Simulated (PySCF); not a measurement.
# Complexes of water

Gas-phase complexes of water, each in one structure from a short search with a few starts, optimised by PBE0-D3(BJ)/def2-SVPD or PBE0-D3(BJ)/def2-TZVPD; other ways of binding may lie lower. Energies in kcal/mol, wB97M-D3(BJ)/def2-TZVPD, counterpoise-corrected (PySCF): interaction is complex less parts frozen as they stand in it, binding adds what it costs to deform them. Contacts are written partner···water; electrostatic, Pauli and orbital are terms of the uncorrected same energy, whose rest is dispersion or correlation.

2 other partners are left out, for which the search missed the form known or expected to bind best.

Frequency runs check only 4 of the 6 structures; these show no clear imaginary mode. 1 further partner within 0.25 kcal/mol of a listed one is not ranked.

Question: Order these partners of water by binding energy, strongest first: GeH3F, hydrogen cyanide, bromine monofluoride, boron trifluoride, fluoride, Al3+.

Answer: Al3+ (-203.4), fluoride (-26.5), boron trifluoride (-8.5), bromine monofluoride (-7.1), hydrogen cyanide (-5.2), GeH3F (-4.5).
| partner | contact | distance (Å) | binding | interaction | electrostatic | Pauli | orbital |
| --- | --- | --- | --- | --- | --- | --- | --- |
| Al3+ | Al···O | 1.73 | -203.4 | -207.0 | -109.4 | 46.9 | -143.5 |
| fluoride | F···H | 1.35 | -26.5 | -32.4 | -48.8 | 52.5 | -35.7 |
| boron trifluoride | B···O | 1.73 | -8.5 | -23.0 | -61.5 | 84.6 | -44.8 |
| bromine monofluoride | Br···O | 2.45 | -7.1 | -7.3 | -20.1 | 24.9 | -11.4 |
| hydrogen cyanide | H···O | 2.02 | -5.2 | -5.2 | -7.6 | 5.6 | -2.7 |
| GeH3F | F···H | 2.00 | -4.5 | -4.6 | -7.7 | 6.3 | -2.3 |

Multiply charged ions in the gas phase bind far more strongly than in solution.
